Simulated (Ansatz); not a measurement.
Basis-set extrapolation for `C#COC=C` (PBE0-D4/def2-TZVP geometry, frozen core, the Gaussian-basis code of Ansatz). Multiplicity 1, RHF reference.

|  | def2-TZVPP | def2-QZVPP |
| --- | --- | --- |
| HF | -228.631276 | -228.641308 |
| MP2 correlation | -0.850533 | -0.909420 |
| CCSD(T) correlation | -0.914882 | not run |

Energies in hartree. Use E(X) = E(∞) + A·exp(−7.88·√X) for Hartree–Fock and E(X) = E(∞) + B·X^(−2.97) for correlation, with X = 3 and 4, and add CCSD(T) minus MP2 of the smaller set to the MP2 limit.

**Question.** What is the CCSD(T) energy at the basis-set limit?

**Answer.** HF limit: -228.641308 + (-0.010032) × 0.13774 = -228.64269. MP2 limit: -0.909420 + (-0.058887) × 0.74074 = -0.95304. Higher-order term: -0.914882 − (-0.850533) = -0.06435. Total: -229.66008 hartree, 299.1 kJ/mol below CCSD(T)/def2-TZVPP.
